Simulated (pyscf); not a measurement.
**Hydrogen abstraction: H₂N–SiH(NH₂)–Cl + H atom (H•) → H₂N–Si•(NH₂)–Cl + hydrogen (H₂)**

Gas phase, doublet surface, charge 0. Bonds broken: Si1–H5. Bonds formed: H5–H10. PySCF, gas phase, ωB97X-D3(BJ)/def2-SVP geometries.

Transition state (Å):

```xyz
10

Si    -0.4155     0.3946     0.4584
Cl     0.1001     1.7239     1.9783
N      0.8129    -0.0172    -0.6578
N     -1.6723     1.1903    -0.3912
H     -0.7137    -0.9770     1.2320
H      1.1754     0.6695    -1.3116
H      1.4955    -0.7340    -0.4372
H     -2.0756     0.7843    -1.2284
H     -2.3051     1.8239     0.0836
H     -0.8224    -1.9912     1.7594
```

One imaginary mode, 950i cm⁻¹; descent along it reached the two sides named.

```
bond    change  reactant side (Å)  saddle  product side
------  ------  -----------------  ------  ------------
Si1–H5  breaks              1.486   1.603           3.2
H5–H10   forms                3.4   1.148         0.761
```

Electronic energies relative to the separated reactants (kcal/mol):

```
level                   barrier  reaction energy  reverse barrier
----------------------  -------  ---------------  ---------------
ωB97X-D3(BJ)/def2-TZVP      4.8             -9.2             14.0
PBE/def2-TZVP              -0.8            -13.6             12.8
r²SCAN/def2-TZVP           -1.3            -14.0             12.7
B3LYP-D3(BJ)/def2-TZVP     -0.2            -13.8             13.5
PBE0-D3(BJ)/def2-TZVP       1.5            -10.7             12.2
M06-2X/def2-TZVP            5.8            -12.0             17.8
ωB97M-D3(BJ)/def2-TZVP      4.9             -8.6             13.5
HF/def2-TZVP               15.0             -3.4             18.3
```

With ωB97M-D3(BJ)/def2-TZVP energies and thermal terms (ideal gas, 1 atm, RRHO with modes under 100 cm⁻¹ raised to 100, one conformer, R ln 2 for rigid chiral ones), in kcal/mol:

```
T (K)  ΔH‡   ΔG‡    ΔH     ΔG
-----  ---  ----  ----  -----
298    3.3   9.5  -7.8   -9.3
600    3.1  16.0  -7.8  -10.8
900    2.9  22.5  -8.2  -12.3
1200   2.8  29.0  -8.9  -13.5
```

At PBE, r²SCAN, B3LYP-D3(BJ) this geometry lies under the reactants; that is no barrier but a single point on another level's saddle; such a level's own saddle, if it has one, lies nearer that side and is low. This is the saddle that the search found; another between the same sides may lie lower. The angle at the transferred H is 174°.
